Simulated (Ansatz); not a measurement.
# Match the barriers

Saddle point of C2H6S, closed shell (C₂H₆S (CCS) → C₂H₄ (C=C) + H₂S; bonds formed: S1–H8; bonds broken: S1–C2, C5–H8), PBE0-D4/def2-TZVP structure:

```csv
atom,x (Å),y (Å),z (Å)
S1,-1.4737,-0.4064,-0.8920
C2,0.6652,-0.6409,0.5055
H3,1.1840,-1.2961,-0.1821
H4,0.1962,-1.1054,1.3632
C5,0.6628,0.7406,0.3333
H6,1.3938,1.1643,-0.3509
H7,0.4065,1.3556,1.1924
H8,-0.4216,0.8360,-0.3735
H9,-2.6132,-0.6477,-1.5961
```

Ansatz 0.2.0; basis: def2-TZVPP, with def2-QZVPP for the basis limit; cores frozen in the correlated methods. Extrapolation: Hartree–Fock as exp(−7.88 √X), correlation as X^−2.97. Four methods, as single points on the PBE0-D4 structures, gave these electronic barriers from the start structure: 2.665, 2.861, 3.228, 3.803 eV.

Problem. The methods were, in alphabetical order, HF, MP2, r2SCAN-D4, SPW92. Which gave which? (A judgement: the text doesn't fix the answer.)

Solution. The calculation gives: SPW92 2.665; r2SCAN-D4 2.861; MP2 3.228; HF 3.803 eV. For comparison, CCSD(T) at an estimated basis limit (MP2 extrapolated from triple and quadruple zeta, plus CCSD(T) − MP2 in triple zeta) gives 3.073 eV.

T1 diagnostic: at most 0.027. The T1 diagnostic is large here, which may signal multireference character or strong orbital relaxation, so CCSD(T) is less sure. The restricted Hartree–Fock reference is unstable towards an unrestricted one at one or more of these structures.

For scale, one of the runs: CCSD(T)/def2-TZVPP, 188 basis functions, launched by `ansatz run in.yaml --threads 2 --pin off --events-out ev --progress --plain --max-ram 4352MiB`. Hardware: 2 CPU threads, shared host. Wall time 27 s; peak host memory 2 GiB.
